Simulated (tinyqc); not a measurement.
Inside a calculation (part 1 of 2). Method: RKS/BP86 in the sto-6g basis, for H2O, spin multiplicity 1. Computed by tinyqc, a small Python program that keeps every step (integrals from PySCF). Settings: charge = 0, multiplicity = 1, basis = sto-6g, energy threshold = 1e-08, iteration cap = 53, orthogonalisation = symmetric, start = core, DIIS depth = 8, method = RKS, functional = b88,p86, grid = [20, 26]. Command: `OMP_NUM_THREADS=1 python tinyqc.py 21274 21275 out.jsonl` (the two numbers bound the seeds that draw the settings). One thread of a shared host (Intel(R) Xeon(R) Processor @ 2.60GHz), about 2 s of CPU time with the checks. Later iterations appear only in the table of the cycle.

## One-electron integrals

Geometry (angstrom):
```
atom         x          y         z
O     0.000000   0.000000  0.000000
H     0.000000   0.811000  0.496000
H     0.000000  -0.811000  0.496000
```

Basis sto-6g: exponents (1/bohr^2) and contraction coefficients of normalised primitives:
```
element  l (shell)     exponent  coefficient
O            s (1)  1355.584234     0.009164
O            s (1)   248.544885     0.049361
O            s (1)    69.533902     0.168538
O            s (1)    23.886772     0.370563
O            s (1)     9.275933     0.416492
O            s (1)     3.820341     0.130334
O            s (2)    52.187762    -0.013253
O            s (2)    10.329320    -0.046992
O            s (2)     3.210345    -0.033785
O            s (2)     1.235135     0.250242
O            s (2)     0.536420     0.595117
O            s (2)     0.245881     0.240706
O            p (3)    52.187762     0.003760
O            p (3)    10.329320     0.037679
O            p (3)     3.210345     0.173897
O            p (3)     1.235135     0.418036
O            p (3)     0.536420     0.425860
O            p (3)     0.245881     0.101708
H            s (1)    35.523221     0.009164
H            s (1)     6.513144     0.049361
H            s (1)     1.822143     0.168538
H            s (1)     0.625955     0.370563
H            s (1)     0.243077     0.416492
H            s (1)     0.100112     0.130334
```

Overlap, kinetic and nuclear-attraction integrals over the contracted functions; the nuclear repulsion is the sum of Za Zb / Rab.

nuclear repulsion = 9.23260651 hartree

overlap S:
```
           1O 1s     1O 2s    1O 2px     1O 2py    1O 2pz     2H 1s      3H 1s
1O 1s   1.000000  0.231145  0.000000   0.000000  0.000000  0.056268   0.056268
1O 2s   0.231145  1.000000  0.000000   0.000000  0.000000  0.481091   0.481091
1O 2px  0.000000  0.000000  1.000000   0.000000  0.000000  0.000000   0.000000
1O 2py  0.000000  0.000000  0.000000   1.000000  0.000000  0.336956  -0.336956
1O 2pz  0.000000  0.000000  0.000000   0.000000  1.000000  0.206079   0.206079
2H 1s   0.056268  0.481091  0.000000   0.336956  0.206079  1.000000   0.214958
3H 1s   0.056268  0.481091  0.000000  -0.336956  0.206079  0.214958   1.000000
```

kinetic energy T (hartree):
```
            1O 1s      1O 2s    1O 2px     1O 2py    1O 2pz      2H 1s      3H 1s
1O 1s   29.327197  -0.896024  0.000000   0.000000  0.000000  -0.002171  -0.002171
1O 2s   -0.896024   0.842618  0.000000   0.000000  0.000000   0.131178   0.131178
1O 2px   0.000000   0.000000  2.531309   0.000000  0.000000   0.000000   0.000000
1O 2py   0.000000   0.000000  0.000000   2.531309  0.000000   0.244771  -0.244771
1O 2pz   0.000000   0.000000  0.000000   0.000000  2.531309   0.149700   0.149700
2H 1s   -0.002171   0.131178  0.000000   0.244771  0.149700   0.768522  -0.000204
3H 1s   -0.002171   0.131178  0.000000  -0.244771  0.149700  -0.000204   0.768522
```

nuclear attraction V (hartree):
```
             1O 1s       1O 2s      1O 2px      1O 2py      1O 2pz      2H 1s      3H 1s
1O 1s   -62.371610   -6.408614    0.000000    0.000000   -0.017375  -1.788145  -1.788145
1O 2s    -6.408614  -10.098042    0.000000    0.000000   -0.192844  -3.899256  -3.899256
1O 2px    0.000000    0.000000  -10.012693    0.000000    0.000000   0.000000   0.000000
1O 2py    0.000000    0.000000    0.000000  -10.198156    0.000000  -2.446785   2.446785
1O 2pz   -0.017375   -0.192844    0.000000    0.000000  -10.082064  -1.553477  -1.553477
2H 1s    -1.788145   -3.899256    0.000000   -2.446785   -1.553477  -5.851261  -1.411976
3H 1s    -1.788145   -3.899256    0.000000    2.446785   -1.553477  -1.411976  -5.851261
```

core Hamiltonian H = T + V (hartree):
```
             1O 1s      1O 2s     1O 2px     1O 2py     1O 2pz      2H 1s      3H 1s
1O 1s   -33.044413  -7.304638   0.000000   0.000000  -0.017375  -1.790315  -1.790315
1O 2s    -7.304638  -9.255424   0.000000   0.000000  -0.192844  -3.768077  -3.768077
1O 2px    0.000000   0.000000  -7.481384   0.000000   0.000000   0.000000   0.000000
1O 2py    0.000000   0.000000   0.000000  -7.666847   0.000000  -2.202014   2.202014
1O 2pz   -0.017375  -0.192844   0.000000   0.000000  -7.550755  -1.403777  -1.403777
2H 1s    -1.790315  -3.768077   0.000000  -2.202014  -1.403777  -5.082739  -1.412179
3H 1s    -1.790315  -3.768077   0.000000   2.202014  -1.403777  -1.412179  -5.082739
```

## Two-electron integrals

Functions are numbered as in S; the eight-fold symmetry (ij|kl) = (ji|kl) = (kl|ij) leaves the list below.

Two-electron integrals (ij|kl) in chemists' order, unique and non-zero (hartree):
```
(11|11) 4.787491    (21|11) 0.675884    (21|21) 0.121505    (22|11) 1.117379
(22|21) 0.249212    (22|22) 0.817383    (31|31) 0.025762    (32|31) 0.039145
(32|32) 0.180664    (33|11) 1.117381    (33|21) 0.249212    (33|22) 0.817382
(33|33) 0.880663    (41|41) 0.025762    (42|41) 0.039145    (42|42) 0.180664
(43|43) 0.047461    (44|11) 1.117381    (44|21) 0.249212    (44|22) 0.817382
(44|33) 0.785741    (44|44) 0.880663    (51|51) 0.025762    (52|51) 0.039145
(52|52) 0.180664    (53|53) 0.047461    (54|54) 0.047461    (55|11) 1.117381
(55|21) 0.249212    (55|22) 0.817382    (55|33) 0.785741    (55|44) 0.785741
(55|55) 0.880663    (61|11) 0.175706    (61|21) 0.030261    (61|22) 0.060661
(61|33) 0.060529    (61|41) 0.001258    (61|42) 0.002452    (61|44) 0.060817
(61|51) 0.000770    (61|52) 0.001499    (61|54) 0.000176    (61|55) 0.060637
(61|61) 0.007682    (62|11) 0.408160    (62|21) 0.092214    (62|22) 0.332532
(62|33) 0.327154    (62|41) 0.006261    (62|42) 0.045250    (62|44) 0.338895
(62|51) 0.003829    (62|52) 0.027675    (62|54) 0.007181    (62|55) 0.331546
(62|61) 0.023060    (62|62) 0.165003    (63|31) 0.010487    (63|32) 0.058211
(63|43) 0.009438    (63|53) 0.005772    (63|63) 0.023974    (64|11) 0.243664
(64|21) 0.055855    (64|22) 0.214847    (64|33) 0.205039    (64|41) 0.013864
(64|42) 0.086181    (64|44) 0.231592    (64|51) 0.002065    (64|52) 0.017107
(64|54) 0.010467    (64|55) 0.207911    (64|61) 0.014643    (64|62) 0.129663
(64|64) 0.124908    (65|11) 0.149023    (65|21) 0.034161    (65|22) 0.131399
(65|33) 0.125400    (65|41) 0.002065    (65|42) 0.017107    (65|44) 0.130095
(65|51) 0.011750    (65|52) 0.068673    (65|54) 0.012310    (65|55) 0.138701
(65|61) 0.008956    (65|62) 0.079301    (65|64) 0.061730    (65|65) 0.061728
(66|11) 0.535007    (66|21) 0.123103    (66|22) 0.505525    (66|33) 0.485094
(66|41) 0.011349    (66|42) 0.110253    (66|44) 0.529701    (66|51) 0.006941
(66|52) 0.067430    (66|54) 0.027281    (66|55) 0.501779    (66|61) 0.031147
(66|62) 0.310496    (66|64) 0.278998    (66|65) 0.170632    (66|66) 0.774999
(71|11) 0.175706    (71|21) 0.030261    (71|22) 0.060661    (71|33) 0.060529
(71|41) -0.001258   (71|42) -0.002452   (71|44) 0.060817    (71|51) 0.000770
(71|52) 0.001499    (71|54) -0.000176   (71|55) 0.060637    (71|61) 0.007550
(71|62) 0.022179    (71|64) 0.012775    (71|65) 0.008608    (71|66) 0.029455
(71|71) 0.007682    (72|11) 0.408160    (72|21) 0.092214    (72|22) 0.332532
(72|33) 0.327154    (72|41) -0.006261   (72|42) -0.045250   (72|44) 0.338895
(72|51) 0.003829    (72|52) 0.027675    (72|54) -0.007181   (72|55) 0.331546
(72|61) 0.022179    (72|62) 0.131895    (72|64) 0.071501    (72|65) 0.061447
(72|66) 0.202094    (72|71) 0.023060    (72|72) 0.165003    (73|31) 0.010487
(73|32) 0.058211    (73|43) -0.009438   (73|53) 0.005772    (73|63) 0.018489
(73|73) 0.023974    (74|11) -0.243664   (74|21) -0.055855   (74|22) -0.214847
(74|33) -0.205039   (74|41) 0.013864    (74|42) 0.086181    (74|44) -0.231592
(74|51) -0.002065   (74|52) -0.017107   (74|54) 0.010467    (74|55) -0.207911
(74|61) -0.012775   (74|62) -0.071501   (74|64) -0.020772   (74|65) -0.032552
(74|66) -0.097052   (74|71) -0.014643   (74|72) -0.129663   (74|74) 0.124908
(75|11) 0.149023    (75|21) 0.034161    (75|22) 0.131399    (75|33) 0.125400
(75|41) -0.002065   (75|42) -0.017107   (75|44) 0.130095    (75|51) 0.011750
(75|52) 0.068673    (75|54) -0.012310   (75|55) 0.138701    (75|61) 0.008608
(75|62) 0.061447    (75|64) 0.032552    (75|65) 0.046669    (75|66) 0.103051
(75|71) 0.008956    (75|72) 0.079301    (75|74) -0.061730   (75|75) 0.061728
(76|11) 0.142475    (76|21) 0.032432    (76|22) 0.124766    (76|33) 0.122351
(76|44) 0.125203    (76|51) 0.002220    (76|52) 0.018347    (76|55) 0.126743
(76|61) 0.007992    (76|62) 0.059364    (76|64) 0.040285    (76|65) 0.032094
(76|66) 0.111099    (76|71) 0.007992    (76|72) 0.059364    (76|74) -0.040285
(76|75) 0.032094    (76|76) 0.025479    (77|11) 0.535007    (77|21) 0.123103
(77|22) 0.505525    (77|33) 0.485094    (77|41) -0.011349   (77|42) -0.110253
(77|44) 0.529701    (77|51) 0.006941    (77|52) 0.067430    (77|54) -0.027281
(77|55) 0.501779    (77|61) 0.029455    (77|62) 0.202094    (77|64) 0.097052
(77|65) 0.103051    (77|66) 0.321977    (77|71) 0.031147    (77|72) 0.310496
(77|74) -0.278998   (77|75) 0.170632    (77|76) 0.111099    (77|77) 0.774999
```

## Orthogonalisation

S = U s U^T; symmetric (Loewdin) form X = U s^(-1/2) U^T, so that X^T S X = 1.

eigenvalues of S: 0.340555  0.404023  0.898662  1.000000  1.075426  1.381019  1.900316

X:
```
            1O 1s      1O 2s    1O 2px     1O 2py     1O 2pz      2H 1s      3H 1s
1O 1s    1.022894  -0.139367  0.000000   0.000000  -0.008277   0.020421   0.020421
1O 2s   -0.139367   1.256943  0.000000   0.000000   0.099289  -0.306132  -0.306132
1O 2px   0.000000   0.000000  1.000000   0.000000   0.000000   0.000000   0.000000
1O 2py   0.000000   0.000000  0.000000   1.132634   0.000000  -0.249115   0.249115
1O 2pz  -0.008277   0.099289  0.000000   0.000000   1.041760  -0.129146  -0.129146
2H 1s    0.020421  -0.306132  0.000000  -0.249115  -0.129146   1.214067  -0.077488
3H 1s    0.020421  -0.306132  0.000000   0.249115  -0.129146  -0.077488   1.214067
```

## Starting guess

The start is the orbitals of the core Hamiltonian; D = 2 C_occ C_occ^T.

D at the start:
```
            1O 1s      1O 2s    1O 2px     1O 2py     1O 2pz      2H 1s      3H 1s
1O 1s    2.128531  -0.600061  0.000000   0.000000  -0.049505   0.093118   0.093118
1O 2s   -0.600061   2.781806  0.000000   0.000000   0.317530  -0.417426  -0.417426
1O 2px   0.000000   0.000000  2.000000   0.000000   0.000000   0.000000   0.000000
1O 2py   0.000000   0.000000  0.000000   2.463079   0.000000  -0.431727   0.431727
1O 2pz  -0.049505   0.317530  0.000000   0.000000   2.146630  -0.225524  -0.225524
2H 1s    0.093118  -0.417426  0.000000  -0.431727  -0.225524   0.153314   0.001968
3H 1s    0.093118  -0.417426  0.000000   0.431727  -0.225524   0.001968   0.153314
```

## Iteration 1: exchange-correlation on the grid

Becke grid with 20 radial and 26 angular points per atom, points of zero weight dropped. rho = sum D_ij phi_i phi_j; V_xc,ij = sum w v_xc phi_i phi_j plus the gradient terms; v_xc is d(rho eps)/d rho at fixed gradient.

The 12 grid points with the largest w rho, of 1550 (bohr, atomic units):
```
x                  y          z         w       rho  |grad rho|^2     eps_xc       v_xc
0.000000    0.000000   1.045076  0.191493  0.535707      2.190884  -0.683836  -0.848051
-1.045076   0.000000   0.000000  0.199605  0.507340      1.745993  -0.670724  -0.835684
1.045076    0.000000   0.000000  0.199605  0.507340      1.745993  -0.670724  -0.835684
0.000000    0.000000  -1.045076  0.199751  0.490154      1.595079  -0.663512  -0.826755
0.000000    0.000000   0.769704  0.086771  1.040092      4.168357  -0.826459  -1.065842
0.000000   -0.769704   0.000000  0.082985  1.022386      4.472323  -0.822976  -1.058662
0.000000    0.769704   0.000000  0.082985  1.022386      4.472323  -0.822976  -1.058662
-0.738980   0.000000   0.738980  0.157499  0.529993      2.026897  -0.680604  -0.846372
0.738980    0.000000   0.738980  0.157499  0.529993      2.026897  -0.680604  -0.846372
-0.769704   0.000000   0.000000  0.087372  0.950425      3.143227  -0.802991  -1.036408
0.769704    0.000000   0.000000  0.087372  0.950425      3.143227  -0.802991  -1.036408
0.000000    0.738980  -0.738980  0.159033  0.518633      1.843641  -0.675315  -0.841512
```

electrons on the grid, sum of w rho = 10.012877

E_xc = sum of w rho eps_xc = -10.42965641 hartree

V_xc (hartree):
```
            1O 1s      1O 2s     1O 2px     1O 2py     1O 2pz      2H 1s      3H 1s
1O 1s   -3.141165  -0.390706   0.000000   0.000000  -0.001262  -0.105177  -0.105177
1O 2s   -0.390706  -0.846966   0.000000   0.000000  -0.000890  -0.295456  -0.295456
1O 2px   0.000000   0.000000  -0.850892   0.000000   0.000000   0.000000   0.000000
1O 2py   0.000000   0.000000   0.000000  -0.839877   0.000000  -0.166776   0.166776
1O 2pz  -0.001262  -0.000890   0.000000   0.000000  -0.850032  -0.102304  -0.102304
2H 1s   -0.105177  -0.295456   0.000000  -0.166776  -0.102304  -0.270599  -0.093807
3H 1s   -0.105177  -0.295456   0.000000   0.166776  -0.102304  -0.093807  -0.270599
```

## Iteration 1: building the Kohn-Sham matrix

J_ij = sum D_kl (ij|kl); F = H + J + V_xc; E = tr D H + tr D J / 2 + E_xc + E_nn.

Coulomb J (hartree):
```
            1O 1s      1O 2s    1O 2px     1O 2py     1O 2pz     2H 1s      3H 1s
1O 1s   18.866402   3.401204  0.000000   0.000000   0.004172  0.851115   0.851115
1O 2s    3.401204   8.889055  0.000000   0.000000  -0.005537  3.503286   3.503286
1O 2px   0.000000   0.000000  8.894767   0.000000   0.000000  0.000000   0.000000
1O 2py   0.000000   0.000000  0.000000   8.882825   0.000000  2.213414  -2.213414
1O 2pz   0.004172  -0.005537  0.000000   0.000000   8.889569  1.350702   1.350702
2H 1s    0.851115   3.503286  0.000000   2.213414   1.350702  5.095284   1.287507
3H 1s    0.851115   3.503286  0.000000  -2.213414   1.350702  1.287507   5.095284
```

Kohn-Sham matrix F (hartree):
```
             1O 1s      1O 2s    1O 2px     1O 2py     1O 2pz      2H 1s      3H 1s
1O 1s   -17.319176  -4.294140  0.000000   0.000000  -0.014465  -1.044377  -1.044377
1O 2s    -4.294140  -1.213334  0.000000   0.000000  -0.199271  -0.560247  -0.560247
1O 2px    0.000000   0.000000  0.562490   0.000000   0.000000   0.000000   0.000000
1O 2py    0.000000   0.000000  0.000000   0.376101   0.000000  -0.155375   0.155375
1O 2pz   -0.014465  -0.199271  0.000000   0.000000   0.488781  -0.155379  -0.155379
2H 1s    -1.044377  -0.560247  0.000000  -0.155375  -0.155379  -0.258053  -0.218479
3H 1s    -1.044377  -0.560247  0.000000   0.155375  -0.155379  -0.218479  -0.258053
```

total energy of this density = -74.28750152 hartree

## Iteration 1: diagonalisation and new density

Diagonalise F' = X^T F X, C = X C', fill 5 alpha and 5 beta electrons from the bottom; D = 2 C_occ C_occ^T. Each column has its largest component positive (the first on a tie).

F' = X^T F X (hartree):
```
            1          2         3          4          5          6          7
1  -17.001873  -2.332010  0.000000   0.000000  -0.018778  -0.186393  -0.186393
2   -2.332010  -0.179753  0.000000   0.000000  -0.039066  -0.336325  -0.336325
3    0.000000   0.000000  0.562490   0.000000   0.000000   0.000000   0.000000
4    0.000000   0.000000  0.000000   0.652934   0.000000  -0.339964   0.339964
5   -0.018778  -0.039066  0.000000   0.000000   0.575385  -0.191158  -0.191158
6   -0.186393  -0.336325  0.000000  -0.339964  -0.191158   0.094753  -0.085879
7   -0.186393  -0.336325  0.000000   0.339964  -0.191158  -0.085879   0.094753
```

orbital energies (hartree): MO1 -17.325325, MO2 -0.417089, MO3 -0.118864, MO4 0.416626, MO5 0.562490, MO6 0.728422, MO7 0.952430

coefficients C:
```
              MO1        MO2        MO3        MO4       MO5        MO6        MO7
1O 1s    0.994988  -0.163348   0.000000  -0.199268  0.000000  -0.101225   0.000000
1O 2s    0.023978   0.465882   0.000000   1.043777  0.000000   0.699664   0.000000
1O 2px   0.000000   0.000000   0.000000   0.000000  1.000000   0.000000   0.000000
1O 2py   0.000000   0.000000   0.299839   0.000000  0.000000   0.000000   1.147639
1O 2pz   0.003483   0.160153   0.000000  -0.420967  0.000000   0.962119   0.000000
2H 1s   -0.006278   0.393254   0.643451  -0.488083  0.000000  -0.603162  -0.694325
3H 1s   -0.006278   0.393254  -0.643451  -0.488083  0.000000  -0.603162   0.694325
```

D after iteration 1:
```
            1O 1s      1O 2s    1O 2px     1O 2py     1O 2pz      2H 1s      3H 1s
1O 1s    2.112783  -0.520468  0.000000   0.000000   0.122381   0.053552   0.053552
1O 2s   -0.520468   2.614182  0.000000   0.000000  -0.729400  -0.652782  -0.652782
1O 2px   0.000000   0.000000  2.000000   0.000000   0.000000   0.000000   0.000000
1O 2py   0.000000   0.000000  0.000000   0.179806   0.000000   0.385863  -0.385863
1O 2pz   0.122381  -0.729400  0.000000   0.000000   0.405749   0.536852   0.536852
2H 1s    0.053552  -0.652782  0.000000   0.385863   0.536852   1.613884  -0.042231
3H 1s    0.053552  -0.652782  0.000000  -0.385863   0.536852  -0.042231   1.613884
```

## Iteration 2: exchange-correlation on the grid

As before.

The 12 grid points with the largest w rho, of 1550 (bohr, atomic units):
```
x                 y          z         w       rho  |grad rho|^2     eps_xc       v_xc
1.045076   0.000000   0.000000  0.199605  0.493496      1.654354  -0.665251  -0.828106
-1.045076  0.000000   0.000000  0.199605  0.493496      1.654354  -0.665251  -0.828106
-0.769704  0.000000   0.000000  0.087372  0.924423      3.059179  -0.796353  -1.026872
0.769704   0.000000   0.000000  0.087372  0.924423      3.059179  -0.796353  -1.026872
1.383986   0.000000   0.000000  0.427247  0.187773      0.332890  -0.510075  -0.594611
-1.383986  0.000000   0.000000  0.427247  0.187773      0.332890  -0.510075  -0.594611
-0.738980  0.000000  -0.738980  0.159799  0.436969      1.331373  -0.642144  -0.795138
0.738980   0.000000  -0.738980  0.159799  0.436969      1.331373  -0.642144  -0.795138
0.000000   0.000000  -1.045076  0.199751  0.333424      0.752105  -0.592480  -0.728217
0.544263   0.000000  -0.544263  0.069907  0.815867      2.468298  -0.766563  -0.985923
-0.544263  0.000000  -0.544263  0.069907  0.815867      2.468298  -0.766563  -0.985923
-0.978626  0.000000  -0.978626  0.342782  0.164647      0.265680  -0.492921  -0.568055
```

electrons on the grid, sum of w rho = 10.002909

E_xc = sum of w rho eps_xc = -9.17778022 hartree

V_xc (hartree):
```
            1O 1s      1O 2s     1O 2px     1O 2py     1O 2pz      2H 1s      3H 1s
1O 1s   -3.108555  -0.362174   0.000000   0.000000   0.006997  -0.098254  -0.098254
1O 2s   -0.362174  -0.749790   0.000000   0.000000   0.019318  -0.308072  -0.308072
1O 2px   0.000000   0.000000  -0.793109   0.000000   0.000000   0.000000   0.000000
1O 2py   0.000000   0.000000   0.000000  -0.732348   0.000000  -0.207565   0.207565
1O 2pz   0.006997   0.019318   0.000000   0.000000  -0.723814  -0.124515  -0.124515
2H 1s   -0.098254  -0.308072   0.000000  -0.207565  -0.124515  -0.549605  -0.113639
3H 1s   -0.098254  -0.308072   0.000000   0.207565  -0.124515  -0.113639  -0.549605
```
